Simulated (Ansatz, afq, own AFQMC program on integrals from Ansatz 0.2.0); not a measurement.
# CH2Ge, triplet in cc-pVDZ, levels against CCSDT(Q)

| atom | x (Å) | y (Å) | z (Å) |
| --- | --- | --- | --- |
| Ge | 0.0000 | 0.0000 | 0.3308 |
| C | 0.0000 | 0.0000 | -1.6265 |
| H | 0.0000 | 0.9089 | -2.2295 |
| H | 0.0000 | -0.9089 | -2.2295 |

Connectivity, by distances: Ge–CH2.

Basis cc-pVDZ. Only valence electrons are correlated. Integrals, coupled cluster, full CI and functionals: Ansatz 0.2.0; the random walks run on the same integrals in our own AFQMC program. The CISD trial takes its coefficients from CCSD amplitudes. Released means that phaseless walkers are propagated on without the constraint, phases kept. Error bars are statistical, one sigma. No spin–orbit coupling.

Determinant: UHF, the one that the program's search chose, which needn't be the lowest solution. The geometry is a PBE0/def2-TZVP stationary point of this or a neighbouring charge and spin state.

No full CI on the walks' own integrals is used here; CCSDT(Q) serves as the reference and is uncertain by about the last step of the cluster series.

Cautions: no relativity below Rb; no spin-orbit coupling; inner d shell frozen; lower spins were not checked.

```
T1 diagnostic                               : 0.0183
weight of the determinant in the CISD state : 0.887
⟨S²⟩ of the determinant                     : 2.024
size of the correlated space                : 10 electrons in 36 orbitals
```

```tsv
level	correlation energy (eV)
MP2	-4.6826
CCSD	-5.5872
CCSD(T)	-5.7375
```

Q: Estimate where AFQMC with the constraint released lies against CCSD(T) on the same integrals.

A: 0.87 ± 0.06 kcal/mol below CCSD(T).

Reference: CCSDT(Q), correlation energy -5.773 eV. The released energy is read at 2.40 1/Eh (meV from the phaseless value at times in 1/Eh: -6 ± 3 at 0.24, -8.7 ± 2.0 at 0.51, -6.8 ± 1.8 at 0.99, -11.1 ± 2.4 at 1.62, -11 ± 3 at 2.40).

```
         level  E − E(reference) (kcal/mol)  share of correlation (%)
       CCSD(T)                         0.81                     99.39
         CCSDT                         0.22                     99.84
   ph-AFQMC/HF                  0.27 ± 0.52                     99.80
 ph-AFQMC/CISD                  0.21 ± 0.08                     99.84
released AFQMC                 -0.05 ± 0.06                    100.04
```

A walk keeps the symmetry of its determinant, which the program's search chose and which needn't be the lowest solution, so a lower state of the same spin and another symmetry isn't excluded. Released energies are given only where the last usable release times agree within the noise; a slower fall can still hide under it.
